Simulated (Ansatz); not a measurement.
in.yaml

```yaml
crystal:
  periodic: [false, false, false]
  atoms:
    - {symbol: Y, position_ang: [0.000000, 0.000000, 0.000000]}
    - {symbol: S, position_ang: [0.000000, 0.000000, 2.552200]}
basis:
  gaussian: {orbitals: def2-TZVPP}
magnetization: {spin_polarized: true, initial_magnetization: 3}
correlation: {method: ccsd_t, electrons: outside_noble_gas}
output: {forces: true}
```

```sh
$ ansatz run in.yaml --threads 2 --pin off --events-out ev --progress --plain --max-ram 15360MiB --backend cuda --devices 0, --max-vram 18GiB
```

Output:

```
621 factors; integrals over basis functions are off by at most 8.0e-4 eV
mean field evaluation 1: about -11845.8351 eV, gradient 1.0e1 eV
mean field evaluation 2: about -11845.8533 eV, gradient 1.0e1 eV
mean field evaluation 4: about -11847.5199 eV, gradient 2.3e0 eV
mean field evaluation 8: about -11847.7187 eV, gradient 2.5e-1 eV
mean field evaluation 16: about -11848.0242 eV, gradient 3.8e0 eV
mean field evaluation 32: about -11845.6282 eV, gradient 5.2e0 eV
mean field evaluation 64: about -11847.7402 eV, gradient 5.0e-1 eV
mean field evaluation 96: about -11847.9131 eV, gradient 4.9e-1 eV
mean field evaluation 128: about -11848.1186 eV, gradient 3.0e-3 eV
mean field evaluation 160: about -11848.1188 eV, gradient 1.4e-1 eV
...
cycle  35  -5.16443137 eV  change  -5.6e-10 eV  update   2.9e-8
cycle  36  -5.16443136 eV  change    1.5e-9 eV  update   2.9e-8
cycle  37  -5.16443136 eV  change    3.9e-9 eV  update   2.8e-8
cycle  38  -5.16443136 eV  change  -2.5e-10 eV  update   2.6e-8
cycle  39  -5.16443136 eV  change  -6.2e-10 eV  update   2.4e-8
cycle  40  -5.16443136 eV  change   -3.3e-9 eV  update   2.1e-8
cycle  41  -5.16443136 eV  change  -5.4e-10 eV  update   1.8e-8
cycle  42  -5.16443136 eV  change    2.3e-9 eV  update   1.4e-8
cycle  43  -5.16443136 eV  change    1.1e-9 eV  update   1.1e-8
cycle  44  -5.16443136 eV  change  -5.3e-10 eV  update   8.2e-9
perturbative correction -0.23719863 eV, -0.0087168891 hartree
the calculation of the forces begins
Total energy: -11853.52371820 eV, -435.6089620368 hartree
Atom 0 at     0.000000     0.000000     0.000000 Å, force     0.000000     0.000000    -0.546723 eV/Å
Atom 1 at     0.000000     0.000000     2.552200 Å, force    -0.000000    -0.000000     0.546723 eV/Å
Dipole moment:    -0.000000     0.000000    -0.835274 e Å
```

Forces (eV/Å):
```
Y    0.000  0.000 -0.547
S    0.000  0.000  0.547
```

Ran on 2 threads of AMD EPYC 7R13 with a shared H100 80 GB, shared host: 25 s wall, 0.93 GiB peak host memory.
